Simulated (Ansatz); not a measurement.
Candidate structures of HfC, relaxed level by level: HfC (P6₃/mmc, No. 194, 4 atoms in the cell; start mp-1096993; a measured phase of this formula has another space group); HfC (model structure, F-43m, No. 216, 2 atoms in the cell); HfC (model structure, started from the NbAs type, I4₁md, No. 109, 4 atoms in the cell); HfC (model structure, started from the WC type, P-6m2, No. 187, 2 atoms in the cell); rock-salt HfC. Levels: r²SCAN (plane waves, PAW; Ansatz, a quantum-chemistry and plane-wave program).

Question: Rank the structures in energy at 0 K, level by level.

Answer: Lowest: r²SCAN, rock-salt HfC. Energies above the lowest of these candidates, meV/atom:

```tsv
structure	r²SCAN
rock-salt HfC	0
HfC (P6₃/mmc, No. 194, 4 atoms in the cell; start mp-1096993; a measured phase of this formula has another space group)	234
HfC (model structure, F-43m, No. 216, 2 atoms in the cell)	631
HfC (model structure, started from the WC type, P-6m2, No. 187, 2 atoms in the cell)	808
HfC (model structure, started from the NbAs type, I4₁md, No. 109, 4 atoms in the cell)	861
```

Started from a measured cell: rock-salt HfC.

Static-lattice energies; unlike cells have unlike k meshes, which leaves some meV/atom of uncertainty, and other structures than these can lie lower.

Note: the relaxation could not lower the start's symmetry, so the cell can be a saddle point above a distorted one.

A model structure was made by putting elements into a prototype or built by hand; it is no filed structure, need not be a known phase, and can be a saddle point held by its symmetry.

A start named mp-… is a Materials Project structure, which need not be a measured phase.
